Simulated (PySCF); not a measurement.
Gas-phase reaction: 6 C2H2 (acetylene) + C3H8 = 5 C3H4 (propyne)

Method: PySCF energies plus ideal-gas RRHO corrections (1 bar). The comparison is the NASA 1993 polynomial table, which mixes measured and estimated data. † marks an energy on the PBE0/def2-TZVP geometry and frequencies; other levels use their own. MP2 and CCSD(T) freeze the core. 6-31G* has spherical d functions here. All species are closed-shell singlets. B3LYP is the form with VWN-RPA correlation. MP2 isn't extrapolated to the basis-set limit; its ΔH°(298 K) is -370.6 kJ in def2-SVP and -353.0 kJ in def2-TZVPP. CCSD(T) isn't extrapolated to the basis-set limit; its ΔH°(298 K) is -356.5 kJ in def2-SVP and -335.7 kJ in def2-TZVPP. The harmonic model lacks anharmonicity and excited electronic states, which grow with temperature; levels with a mode under 35 cm⁻¹ are left out. Internal rotation in C3H8 is treated as a harmonic vibration of one conformer, which makes the entropy rough.

```
level                ΔH°(298 K), kJ  minus table  ΔG°(600 K), kJ
-------------------  --------------  -----------  --------------
table                        -342.0            -          -197.9
B3LYP/6-31G*                 -414.6        -72.6          -266.9
B3LYP/def2-TZVP†             -359.1        -17.1          -213.9
CCSD(T)/def2-TZVPP†          -335.7          6.3          -190.5
HF/6-31G*                    -372.5        -30.5          -229.0
HF/def2-TZVP†                -330.3         11.7          -185.1
MP2/def2-SVP†                -370.6        -28.6          -225.4
MP2/def2-TZVPP†              -353.0        -11.0          -207.7
PBE/def2-TZVP†               -404.3        -62.3          -259.0
PBE0/def2-QZVP†              -414.6        -72.6          -269.4
PBE0/def2-TZVP               -419.6        -77.6          -274.4
ωB97X-V/def2-TZVP†           -386.8        -44.8          -241.6
```
